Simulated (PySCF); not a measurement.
Species: N-methyl-tert-butylamine, C5H13N.
Atom-mapped SMILES: `[CH3:1][NH:2][C:3]([CH3:4])([CH3:5])[CH3:6]` (hydrogens: H7, H8, H9 on C1; H10 on N2; H11, H12, H13 on C4; H14, H15, H16 on C5; H17, H18, H19 on C6)

Structure used (GFN2-xTB), in Å, numbered top down from 1:
```
atom  x, y, z in Å
C1     2.026   -0.651   -0.062
N2     0.842   -0.473    0.752
C3    -0.357    0.060    0.106
C4    -0.162    1.473   -0.470
C5    -0.807   -0.893   -1.004
C6    -1.437    0.106    1.194
H7     2.393    0.267   -0.544
H8     2.819   -1.037    0.579
H9     1.826   -1.392   -0.834
H10    1.067    0.114    1.549
H11    0.555    1.465   -1.289
H12   -1.106    1.855   -0.850
H13    0.200    2.152    0.302
H14   -0.826   -1.913   -0.629
H15   -1.805   -0.624   -1.340
H16   -0.139   -0.846   -1.860
H17   -2.388    0.423    0.775
H18   -1.555   -0.880    1.635
H19   -1.157    0.803    1.981
```

Computed with TDDFT PBE0/def2-SVPD, vertical, gas phase, core orbitals frozen in the response (PySCF).

Kohn–Sham orbitals with the atoms that hold most of them (Löwdin shares over 4%, at most four atoms; ? is withheld):

```tsv
orbital	ε (eV)	atoms
LUMO+2	1.59	C5 18%, H10 16%, H16 10%, H15 9%
LUMO+1	1.42	C1 20%, C6 12%, H7 10%, H8 10%
LUMO	0.63	?
HOMO	?	N2 58%, C1 11%, C3 7%, C4 7%
HOMO-1	-9.11	?
HOMO-2	-9.32	C3 20%, C4 17%, C5 15%, C6 11%
HOMO-3	-9.77	N2 18%, C1 14%, C3 13%, C6 8%
```

Task: Give the leading atoms of the HOMO-1.

Result: C3 (bonded to 3 C and N) 22%; C6 (bonded to C and 3 H) 20%; C5 (bonded to C and 3 H) 18%; C4 (bonded to C and 3 H) 6%.

Task: Give the leading atoms of the LUMO.

Result: C4 (bonded to C and 3 H) 13%; C1 (bonded to N and 3 H) 11%; C6 (bonded to C and 3 H) 10%; C5 (bonded to C and 3 H) 8%.

Task: What is the HOMO energy, and the HOMO–LUMO gap?

Result: ε(HOMO) = -6.26 eV; the gap is 6.89 eV (0.2534 hartree).

Task: How does S1 compare with the orbital gap of 6.89 eV?

Result: S1 is at 5.72 eV (f = 0.0046), 1.18 eV below the gap, made of HOMO→LUMO (94%). 

Task: One configuration dominates each of S1 and S2. Which, and how do the shares of the two leading atoms of either orbital change from the occupied to the empty one?

Result: 
- S1 (5.72 eV, f 0.0046), HOMO→LUMO (94%): N2 58% → at most 8%, C1 11% → 11%, C4 7% → 13%
- S2 (6.59 eV, f 0.012), HOMO→LUMO+1 (77%): N2 58% → at most 10%, C1 11% → 20%, C6 at most 7% → 12%
